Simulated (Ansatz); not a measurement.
Cartesian coordinates (Å):
```xyz
7

C      0.8589    -0.0027     0.0613
C     -0.6125     0.0093    -0.0846
H      1.4136    -0.9318     0.0280
H      1.3983     0.8940     0.3387
H     -0.9604    -0.7725    -0.7650
H     -0.9771     0.9711    -0.4546
H     -1.1206    -0.1673     0.8762
```
Charge 0, spin multiplicity 2.

Level of theory: frozen-core CCSD(T)/cc-pVTZ // PBE0-D3(BJ)/def2-TZVP (Ansatz, a program for electronic structure).

| Item | Value |
|---|---|
| HF energy | -78.62775 Ha |
| MP2 correlation energy | -0.33074 Ha |

Task: Estimate the CCSD correlation energy, the (T) correction, the total energy and the T1 diagnostic.

Result: 
```
Quantity                        Value
-----------------------  ------------
CCSD correlation energy   -0.36262 Ha
(T) correction            -0.01203 Ha
CCSD(T) total energy     -79.00239 Ha
T1 diagnostic                   0.010
```
